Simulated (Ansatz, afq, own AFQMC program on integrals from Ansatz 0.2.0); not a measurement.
Integrals from Ansatz 0.2.0, then the random walk in our own AFQMC program (afq).

```yaml
crystal:
  periodic: [false, false, false]
  atoms:
    - {symbol: C, position_ang: [0.000000, -0.101062, 0.000000]}
    - {symbol: H, position_ang: [0.000000, 0.602132, -0.862093]}
    - {symbol: H, position_ang: [0.000000, 0.602132, 0.862093]}
basis:
  gaussian: {orbitals: cc-pVTZ}
magnetization: {spin_polarized: false}
correlation: {method: ccsd_t, electrons: outside_noble_gas, hamiltonian_folder: ham}
```

```sh
$ ansatz run in.yaml --threads 1 --pin off --events-out ev --progress --plain --max-ram 1843MiB
```

Options of the walk:

```
--method phaseless --trial hf --walkers 120 --populations 1 --least-time 40 --time-step 0.005 --steps-per-block 20 --equilibration-blocks 112 --max-blocks 600 --target-error 0.00087 --factor-cut 1e-05 --seed 2228 --taylor-order 6
```

Times are imaginary, in 1/Eh. The walk had a cap of 1281 s.

Log:

```
orbitals 57  electrons 3 3  factors 324 of 324
reference energy -38.89216443 Eh
CCSD correlation -0.16438780 Eh in 11 cycles, weight of the determinant in the CISD state 0.9187
energy of the start -38.892165 Eh
 block  time / (1/Eh)  mean weight  energy / Eh
     1     0.100  1.0032  -38.940994
     2     0.200  1.0011  -38.970104
     3     0.300  1.0021  -38.989317
     4     0.400  1.0000  -39.004635
     5     0.500  0.9991  -39.006550
     7     0.700  0.9994  -39.027855
     9     0.900  1.0032  -39.051391
    18     1.800  0.9991  -39.058695
    52     5.200  1.0003  -39.061299
    86     8.600  1.0000  -39.084383
   120    12.000  1.0009  -39.045965
   154    15.400  1.0021  -39.074362
   188    18.800  1.0007  -39.057060
   222    22.200  0.9989  -39.048060
   256    25.600  0.9995  -38.991064
   290    29.000  1.0029  -39.067388
   324    32.400  0.9987  -39.065463
   358    35.800  1.0011  -39.103262
   392    39.200  1.0007  -39.047762
   426    42.600  1.0002  -39.064308
   460    46.000  1.0012  -39.065442
   494    49.400  0.9998  -39.051656
   528    52.800  1.0008  -39.114050
   562    56.200  0.9995  -39.060762
   596    59.600  1.0004  -39.053617
   630    63.000  0.9989  -39.069511
   647    64.700  1.0000  -39.119474
   664    66.400  1.0018  -39.076644
   698    69.800  1.0011  -39.053614
blocks merged  error / Eh  count
     1  0.000786  600
     2  0.001048  300
     4  0.001377  150
     8  0.001776  75
    16  0.002321  37
    32  0.002535  18
    64  0.002132  9
energy -39.064111 +/- 0.002535 Eh
(rows thinned)
```

The run passed its tests (sampling time, drift between the halves within three errors, error under three times the target), which doesn't prove that it has relaxed. The second half of the sampling lies below the first by 1.6 errors of their difference, so the energy may still be moving and its error bar be too small.

Against this walk (error 69.0 meV) on the same determinant: CCSD(T) 74.3 meV higher (within the noise), CCSDT(Q) 47.1 meV higher (within the noise), a separate phaseless walk with a CISD trial and standard settings 34.1 ± 69.6 meV higher (within the noise). The error is statistical and leaves out the bias of the constraint.

Cautions: constraint bias not in the error; error above the target (69.0 against 23.7 meV); higher spins were not checked; restricted determinant unstable towards unrestricted (UHF 497 meV lower, ⟨S²⟩ 0.72).

The walk took 4.4 min on 1 thread of Arm Neoverse V2, with other jobs on the host. The log's last line is the phaseless energy.

CCSDT and higher add their correlation energy to the determinant of the CCSD(T) run, since their own runs factorise the integrals more tightly (a shift of under 2 meV). A walk keeps the symmetry of its determinant, which the program's search chose and which needn't be the lowest solution, so a lower state of the same spin and another symmetry isn't excluded.
